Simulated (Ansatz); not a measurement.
# BH (charge +1): comparison of methods with full CI

An exercise on one series of results from a longer session: the logs are not shown, and one member is left open.

Computed with the Python package of Ansatz 0.2.0. The levels of theory stand in the script.

### The structure

Bond lengths: B1–H2 1.235 Å.

The script holds or builds the structure itself.

Set-up of the first run:

The input, fci_bh.py:

```python
"""Approximate methods against full CI for BH(+) in a small basis."""

import warnings

import ansatz as az

warnings.simplefilter("ignore", az.DeckWarning)

bh = (
    az.Crystal.molecule()
    .atom("B", [0.0, 0.0, 0.0])
    .atom("H", [0.0, 0.0, 1.235])
)

calc = (
    bh.calculation()
    .basis(gaussian="cc-pVDZ")
    .charge(1)
    .spin("collinear", total=1)
)
exact = calc.correlation("fci").run().report
print(f"full CI {exact['free_energy_ev'] / 27.211386246:.7f} Ha over {exact['configurations']['states'][0]['n_determinants']} determinants")
print("natural occupations", [round(n, 4) for n in exact["configurations"]["natural_occupations"]])
print(f"hf       misses {1000 * (exact['reference_energy_ev'] - exact['free_energy_ev']) / 27.211386246:9.3f} mHa")
for method in ["mp2", "ccsd", "ccsd_t", "ccsdt"]:
    e = calc.correlation(method).run().report["free_energy_ev"]
    print(f"{method:8s} misses {1000 * (e - exact['free_energy_ev']) / 27.211386246:9.3f} mHa")
```

Command:

```
> python fci_bh.py
```

Among the steps run: Running it.

One of the session's tables, all rows but one given; the rest of the session is left out.

Correlation energies (total less mean field):

| method | correlation (eV) |
| --- | --- |
| mp2 | -0.851 |
| ccsd | -1.238 |
| ccsd_t | ? |
| ccsdt | -1.261 |

**Question.** Estimate the row for ccsd_t.

As computed: correlation (eV): -1.253. In the column «correlation (eV)» it lies between ccsdt (-1.261) and ccsd (-1.238).

To keep in mind: Against full CI in this basis, ccsdt comes nearest; 1.6 mHa is 1 kcal/mol. mp2 catches 68 % of the correlation energy of ccsdt. Notes:
- Full CI is exact only within this small basis and its frozen core, at an unrelaxed geometry.
- The run takes the species as open-shell (spin multiplicity 2), which needn't be its ground state.
